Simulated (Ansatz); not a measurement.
# C2S: the cost of one run

Computed with Ansatz 0.2.0 (the levels named in each step, unless a step's input says otherwise).

## Step 1: The system as given

Bond lengths: C1–C2 1.272 Å, C2–S3 1.601 Å. Angles: C1–C2–S3 180.0°.

Structure file:

```xyz
3

C     0.0000    0.0000   -1.3814
C     0.0000    0.0000   -0.1096
S     0.0000    0.0000    1.4911
```

## Step 2: A rough first relaxation, PBE-D4/def2-SVP

input.yaml

```yaml
crystal:
  periodic: [false, false, false]
  atoms:
    - { symbol: C, position_ang: [0.0, 0.0, -1.38142] }
    - { symbol: C, position_ang: [0.0, 0.0, -0.10964] }
    - { symbol: S, position_ang: [0.0, 0.0, 1.49106] }
magnetization:
  spin_polarized: true
  initial_magnetization: 2
basis:
  gaussian: { orbitals: def2-SVP }
hamiltonian:
  xc: pbe
  dispersion: d4
relax:
  f_tol: 0.03
  max_steps: 200
```

The run is started by

```sh
> ansatz run input.yaml --threads 2 --pin off --max-ram 5120MiB --backend cpu --events-out ev --progress --plain --runs-dir out
```

Q: Estimate wall time and peak memory on 2 threads of Intel Xeon at 2.50GHz (Skylake/Cascade Lake), shared host.

About 31 s, with a peak of 0.11 GiB.
